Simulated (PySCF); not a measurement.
**NaSi⁺: frontier orbitals**

PBE at R = 3.232 Å; Na pcseg-1, Si pcseg-1; no relativity (PySCF 2.14). State: ³Π (triplet), unpaired electrons σ ↑, π ↑. Only the outer orbitals are listed, counted within each symmetry.

```csv
spin,orbital,occ.,ε (eV),on Na (%),main shells (%)
α,2π,1,-35.53,100,100 Na p
α,2π,1,-35.52,100,100 Na p
α,6σ,1,-35.52,100,100 Na p
α,7σ,1,-15.94,1,99 Si s
α,8σ,1,-9.76,17,"82 Si p, 12 Na s"
α,3π,1,-9.14,1,99 Si p
α,3π,0,-8.91,1,99 Si p
α,9σ,0,-6.61,92,"91 Na s, 9 Si p"
α,4π,0,-4.10,97,97 Na p
β,2π,1,-35.50,100,100 Na p
β,2π,1,-35.50,100,100 Na p
β,6σ,1,-35.48,100,100 Na p
β,7σ,1,-14.46,1,98 Si s
β,3π,0,-8.20,1,99 Si p
β,8σ,0,-8.14,32,"66 Si p, 27 Na s"
β,3π,0,-7.20,2,98 Si p
```

**Question.** Which are the highest filled and the lowest empty level, where do they sit, and how wide is the gap?

**Answer.** Highest filled α 3π at -9.14 eV (in %: 99 Si p); lowest empty α 3π at -8.91 eV (in %: 99 Si p); the gap at PBE is 0.23 eV. Both belong to one degenerate shell, split only by its one-sided filling, so this is no excitation gap.

```
bond order (Mayer)                                                                                                 : 0.34
⟨S²⟩                                                                                                               : 2.002
charge on Na (Mulliken, basis-dependent)                                                                           : 0.80
charge on Na (Löwdin, basis-dependent)                                                                             : 0.72
dipole moment (positive dipole points towards Si; it is taken about the centre of mass and depends on that origin) : -5.59 D
polarisability along the bond                                                                                      : 64.1 bohr³
polarisability across the bond                                                                                     : 25.5 bohr³
```

The state is the lowest determinant that a PBE0 search found; another state may lie lower at other levels.
